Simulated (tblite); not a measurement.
## Reproducing measurements on acetylene

**What was measured.**

From CRC Handbook of Chemistry and Physics, for the gas at 298.15 K: standard entropy 200.9 J/(mol K).

The results are set against them at the end.

Compound: acetylene, C2H2.
Numbering: `[CH:1]#[CH:2]` (hydrogens: H3 on C1; H4 on C2)

Geometry (GFN2-xTB, Å), atoms numbered from 1 in this order:
```
atom  x, y, z in Å
C1     0.5396   -0.0056    0.5771
C2    -0.5345    0.0079    0.0562
H3     1.4840   -0.0173    1.0353
H4    -1.4789    0.0198   -0.4019
```

GFN2-xTB wavenumbers (cm⁻¹, harmonic, unscaled, at the method's own geometry): 492, 493, 849, 849, 2156, 3352, 3428. Point group D∞h, symmetry number 2. Entropy at 298.15 K and 1 bar in J/(mol K): translation 149.5, rotation 45.4, vibration 7.1.

Results beside the measurements:

**Standard entropy at 298.15 K.** Measured: 200.9 J/(mol K) (298.15 K; CRC Handbook of Chemistry and Physics).

```
                                        level  computed (J/(mol K))  computed − measured (J/(mol K))  % (from the printed values)
GFN2-xTB, rigid rotor and harmonic oscillator                 202.0                             +1.1                           +1
```

Ideal gas at 1 bar, most abundant isotopes; table values of this kind come from calorimetry or from spectroscopic constants.

No measured geometry was used, and the causes of the misses weren't examined.
